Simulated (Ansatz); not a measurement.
System: PH$_{2}$ (charge 0, doublet). SMILES: [PH2]
Structure (B3LYP-D3(BJ)/def2-TZVP (Ansatz, an electronic-structure program) minimum search):
```
P
H 1 1.4234
H 1 1.4234 2 91.73
```
Charge 0, spin multiplicity 2.

Parts of the frozen-core correlation energy in cc-pV(D+d)Z (Ansatz, hartree). Frozen orbitals: 5; correlated occupied orbitals by spin: 4 and 3; virtual: 24 and 25. UHF or UKS for open shells. No spin-orbit coupling. No relativistic terms.

| term | value |
|---|---|
| reference (HF) | -341.87582 |
| MP2 opposite-spin | … |
| MP2 same-spin | … |
| CCSD correlation | -0.13474 |
| (T) | … |
| CCSDT minus CCSD(T) | -0.00063 |
| CCSDT(Q) minus CCSD(T) | -0.00075 |
| T1 diagnostic | 0.012 |
| largest doubles amplitude | 0.066 |
| <S^2> of the reference | 0.765 |

**Question.** Complete the blanks.

**Answer.** 
- MP2 opposite-spin, value: -0.08878
- MP2 same-spin, value: -0.01911
- (T), value: -0.00294
